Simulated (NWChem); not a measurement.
Program: NWChem. System: C$_{2}$H$_{6}$S, charge 0, spin multiplicity 1, displaced from the optimised geometry.

The NWChem input:

```
start mol
memory heap 200 mb stack 900 mb global 1100 mb
geometry units angstroms nocenter noautoz
  C     -1.406673     0.000000     0.517085
  S      0.000000     0.000000    -0.667842
  C      1.406673     0.000000     0.517085
  H     -1.401697     0.916987     1.165793
  H     -2.348341     0.000000    -0.091363
  H     -1.401697    -0.916987     1.165793
  H      1.401697     0.916987     1.165793
  H      2.348341     0.000000    -0.091363
  H      1.401697    -0.916987     1.165793
  symmetry group C2v
end
basis spherical
  * library def2-tzvp
end
dft
  xc slater vwn_5
  semidirect memsize 60000000 filesize 0
  iterations 100
  convergence nodiis damp 40
end
task dft gradient
```

The output up to the point where the run's verdict is printed (cleaned and shortened):

```
             Northwest Computational Chemistry Package (NWChem) 7.3.0
             --------------------------------------------------------

                                NWChem Input Module
                                -------------------

 Scaling coordinates for geometry "geometry" by  1.889725989
 (inverse scale =  0.529177249)

 Turning off AUTOSYM since
 SYMMETRY directive was detected!

                             Geometry "geometry" -> ""
                             -------------------------

 Output coordinates in angstroms (scale by  1.889725989 to convert to a.u.)

  No.       Tag          Charge          X              Y              Z
 ---- ---------------- ---------- -------------- -------------- --------------
    1 C                    6.0000    -1.40667300     0.00000000     0.51708500
    2 S                   16.0000     0.00000000     0.00000000    -0.66784200
    3 C                    6.0000     1.40667300     0.00000000     0.51708500
    4 H                    1.0000    -1.40169700     0.91698700     1.16579300
    5 H                    1.0000    -2.34834100     0.00000000    -0.09136300
    6 H                    1.0000    -1.40169700    -0.91698700     1.16579300
    7 H                    1.0000     1.40169700     0.91698700     1.16579300
    8 H                    1.0000     2.34834100     0.00000000    -0.09136300
    9 H                    1.0000     1.40169700    -0.91698700     1.16579300

 Effective nuclear repulsion energy (a.u.)     108.5583234503

            Nuclear Dipole moment (a.u.)
            ----------------------------
        X                 Y               Z
 ---------------- ---------------- ----------------
     0.0000000000     0.0000000000    -0.0000113384

      Symmetry information
      --------------------

 Group name             C2v
 Group number             16
 Group order               4
 No. of unique centers     4

      Symmetry unique atoms

     1    2    4    5


 Summary of "ao basis" -> "" (spherical)
 ------------------------------------------------------------------------------
       Tag                 Description            Shells   Functions and Types
[...]
 Grid integrated density:      34.000065872849
 Requested integration accuracy:   0.10E-05
 d= 0,ls=0.0         70   -321.2549504762  3.74D+01  1.87D-01              18.2
 d= 0,ls=0.0         71   -358.6331467909 -3.74D+01  1.87D-01              18.4
 Grid integrated density:      34.000065872849
 Requested integration accuracy:   0.10E-05
 d= 0,ls=0.0         72   -321.2549504762  3.74D+01  1.87D-01              18.6
 d= 0,ls=0.0         73   -358.6331467909 -3.74D+01  1.87D-01              18.8
 Grid integrated density:      34.000065872849
 Requested integration accuracy:   0.10E-05
 d= 0,ls=0.0         74   -321.2549504762  3.74D+01  1.87D-01              19.1
 d= 0,ls=0.0         75   -358.6331467909 -3.74D+01  1.87D-01              19.3
 Grid integrated density:      34.000065872849
 Requested integration accuracy:   0.10E-05
 d= 0,ls=0.0         76   -321.2549504761  3.74D+01  1.87D-01              19.5
 d= 0,ls=0.0         77   -358.6331467909 -3.74D+01  1.87D-01              19.7
 Grid integrated density:      34.000065872849
 Requested integration accuracy:   0.10E-05
 d= 0,ls=0.0         78   -321.2549504762  3.74D+01  1.87D-01              20.0
 d= 0,ls=0.0         79   -358.6331467909 -3.74D+01  1.87D-01              20.2
 Grid integrated density:      34.000065872849
 Requested integration accuracy:   0.10E-05
 d= 0,ls=0.0         80   -321.2549504762  3.74D+01  1.87D-01              20.4
 d= 0,ls=0.0         81   -358.6331467909 -3.74D+01  1.87D-01              20.6
 Grid integrated density:      34.000065872849
 Requested integration accuracy:   0.10E-05
 d= 0,ls=0.0         82   -321.2549504762  3.74D+01  1.87D-01              20.8
 d= 0,ls=0.0         83   -358.6331467909 -3.74D+01  1.87D-01              21.0
 Grid integrated density:      34.000065872849
 Requested integration accuracy:   0.10E-05
 d= 0,ls=0.0         84   -321.2549504762  3.74D+01  1.87D-01              21.3
 d= 0,ls=0.0         85   -358.6331467909 -3.74D+01  1.87D-01              21.6
 Grid integrated density:      34.000065872849
 Requested integration accuracy:   0.10E-05
 d= 0,ls=0.0         86   -321.2549504762  3.74D+01  1.87D-01              22.0
 d= 0,ls=0.0         87   -358.6331467909 -3.74D+01  1.87D-01              22.3
 Grid integrated density:      34.000065872849
 Requested integration accuracy:   0.10E-05
 d= 0,ls=0.0         88   -321.2549504762  3.74D+01  1.87D-01              22.6
 d= 0,ls=0.0         89   -358.6331467909 -3.74D+01  1.87D-01              22.9
 Grid integrated density:      34.000065872849
 Requested integration accuracy:   0.10E-05
 d= 0,ls=0.0         90   -321.2549504762  3.74D+01  1.87D-01              23.2
 d= 0,ls=0.0         91   -358.6331467909 -3.74D+01  1.87D-01              23.6
 Grid integrated density:      34.000065872849
 Requested integration accuracy:   0.10E-05
 d= 0,ls=0.0         92   -321.2549504762  3.74D+01  1.87D-01              23.9
 d= 0,ls=0.0         93   -358.6331467909 -3.74D+01  1.87D-01              24.2
 Grid integrated density:      34.000065872849
 Requested integration accuracy:   0.10E-05
 d= 0,ls=0.0         94   -321.2549504761  3.74D+01  1.87D-01              24.5
 d= 0,ls=0.0         95   -358.6331467909 -3.74D+01  1.87D-01              24.9
 Grid integrated density:      34.000065872849
 Requested integration accuracy:   0.10E-05
 d= 0,ls=0.0         96   -321.2549504762  3.74D+01  1.87D-01              25.2
 d= 0,ls=0.0         97   -358.6331467909 -3.74D+01  1.87D-01              25.5
 Grid integrated density:      34.000065872849
 Requested integration accuracy:   0.10E-05
 d= 0,ls=0.0         98   -321.2549504762  3.74D+01  1.87D-01              25.8
 d= 0,ls=0.0         99   -358.6331467909 -3.74D+01  1.87D-01              26.2
 Grid integrated density:      34.000065872849
 Requested integration accuracy:   0.10E-05
 d= 0,ls=0.0        100   -321.2549504762  3.74D+01  1.87D-01              26.5
```

Convergence was not reached. The next line reads: Calculation failed to converge. NWChem stopped with the message: dft gradient failed.
